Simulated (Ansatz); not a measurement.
Rock-salt TiC

Method: r²SCAN+rVV10 in Ansatz (PAW).

Run with plane-wave cutoff 560 eV, 22×22×22 k mesh, Fermi–Dirac smearing 0.05 eV, no spin polarisation, scalar-relativistic PAW data made under PBE.

Cell (relaxed at this level):

```cif
data_C4Ti4
_chemical_formula_sum 'Ti4 C4'
_space_group_name_H-M_alt 'Fm-3m'
_space_group_IT_number 225
_space_group_name_Hall '-F 4 2 3'
_cell_length_a 4.32080
_cell_length_b 4.32080
_cell_length_c 4.32080
_cell_angle_alpha 90.000
_cell_angle_beta 90.000
_cell_angle_gamma 90.000
loop_
_atom_site_label
_atom_site_type_symbol
_atom_site_symmetry_multiplicity
_atom_site_Wyckoff_symbol
_atom_site_fract_x
_atom_site_fract_y
_atom_site_fract_z
_atom_site_occupancy
Ti1 Ti 4 a 0.00000 0.00000 0.00000 1
C1 C 4 b 0.50000 0.50000 0.50000 1
```
(The calculation used a cell of 2 atoms; values per cell refer to that cell.)

```yaml
bulk_modulus: 266 GPa
band_gap: none
pressure derivative B′ of the bulk modulus: 4.0
```

Measured, for comparison: bulk modulus 240 GPa (temperature not stated, not corrected to a static lattice, our sources range from 235 to 268; as tabulated in Krasnenko and Brik (2013), arXiv:1306.3139). Computed (rounded) less measured: bulk modulus not scored (sources differ).

The computed numbers hold no vibrational or temperature effects.

The result took roughly 90 core-seconds.

Ansatz is a first-principles code.
